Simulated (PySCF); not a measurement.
2-propanimine, C₃H₇N.
Numbering: `[CH3:1][C:2]([CH3:3])=[NH:4]` (hydrogens: H5, H6, H7 on C1; H8, H9, H10 on C3; H11 on N4)

Structure used (PBE0-D3(BJ)/def2-SVP), in Å, numbered top down from 1:
```xyz
11
C3H7N angstrom
C      1.3000   -0.5317   -0.1024
C      0.1385    0.4084    0.0511
C     -1.2275   -0.2255    0.0119
N      0.3657    1.6508    0.2021
H      1.2349   -1.0821   -1.0552
H      1.3002   -1.2855    0.7019
H      2.2403    0.0324   -0.0711
H     -2.0253    0.5209    0.1344
H     -1.3824   -0.7531   -0.9434
H     -1.3268   -0.9816    0.8079
H     -0.5195    2.1615    0.2937
```

Jobs on this species (11 atoms, 32 electrons) with PySCF (density fitting). Hardware of each: Arm Neoverse V2, one thread, on a shared host. The host was shared with other jobs, so the times are rough.

Question: Rank these jobs by wall time, shortest first.
A. PBE0/IGLO-III; shieldings, charges and field gradients; 210 basis functions
B. PBE0/cc-pVDZ; shieldings, charges and field gradients; 91 basis functions
C. PBE0/pcSseg-0; shieldings, charges and field gradients; 50 basis functions

Answer: C (2.3 s), B (4.2 s), A (12 s).

All jobs:

```csv
level and settings,work,basis functions,SCF cycles,wall time
PBE0/pcSseg-0,"shieldings, charges and field gradients",50,12,2.3 s
PBE0/cc-pVDZ,"shieldings, charges and field gradients",91,12,4.2 s
PBE0/aug-cc-pVDZ,"shieldings, charges and field gradients",155,12,8.2 s
"PBE0-D3(BJ)/def2-SVP, grid level 1",geometry optimisation from a GFN2-xTB start,91,26,8.8 s
PBE0/IGLO-III,"shieldings, charges and field gradients",210,13,12 s
PBE0/cc-pVTZ,"shieldings, charges and field gradients",218,12,13 s
"PBE0-D3(BJ)/def2-SVP, grid level 1",geometry optimisation from an MMFF94s start shaken at random,91,53,15 s
"PBE0-D3(BJ)/def2-SVP, grid level 1",geometry optimisation from an MMFF94s start,91,60,18 s
```

Q: What do all jobs in the table cost together?

A: About 82 s; the longest takes about 22 % of that, and about 7.8 times as long as the shortest.
